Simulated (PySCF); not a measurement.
# Core-level binding energies of `BCB`

CH₆B₂.
Structure used (PBE0-D3(BJ)/def2-SVP), in Å, numbered top down from 1:
```xyz
9
CH6B2 angstrom
B     -0.5779    1.1466   -0.0926
C     -0.4478   -0.3978   -0.2238
B      0.9987   -0.7982    0.1795
H     -0.8372    1.8411   -1.0490
H     -0.4068    1.6781    0.9811
H     -1.0498   -0.7524    0.6416
H     -0.8020   -0.8139   -1.1748
H      1.7561   -1.3065   -0.6157
H      1.3937   -0.5849    1.3034
```

Level of theory: PySCF, delta-SCF UKS SCAN, pcX-2 on the ionised atom, pcseg-1 elsewhere, spin-free X2C. Vertical ΔSCF values, vacuum level as zero.

Q: List the computed XPS lines with their assignment.

A: 
```
atom(s)                environment  level  binding energy (eV)  count
     C2  sp3 carbon bound to boron   C 1s               290.26      1
  B1/B3     three-coordinate boron   B 1s               196.37      2
```

Q: Express the binding energy of C 1s of C2 in atomic units and per mole.

A: 290.26 eV = 10.6669 Eh = 28006 kJ/mol.

Atoms equivalent by their bonding share one computed value, that of the first of them. Isolated species at its PBE0-D3(BJ)/def2-SVP geometry (one conformer only).
